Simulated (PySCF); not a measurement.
F3N, SMILES FN(F)F. Geometry optimised at PBE-D3(BJ)/def2-TZVP.

The numbers are results of PBE-D3(BJ)/def2-TZVP (PySCF), not measurements.

Harmonic wavenumbers (cm⁻¹): 453, 453, 608, 804, 804, 1005. Rotational constants (GHz): 10.28, 10.28, 5.636; symmetry number 3.

Problem. Work out the zero-point energy and the ideal-gas rigid-rotor harmonic-oscillator thermochemistry at 298.15 K and 1 atm.

Solution. ZPE = ½ Σ hcν = ½ × 4128 cm⁻¹ = 5.90 kcal/mol. H − E(el) = 8.82 kcal/mol. Entropy in cal/(mol K): translation 38.70, rotation 21.62, vibration 2.51, total 62.83. G − E(el) = -9.92 kcal/mol. Cp = 13.33 cal/(mol K).
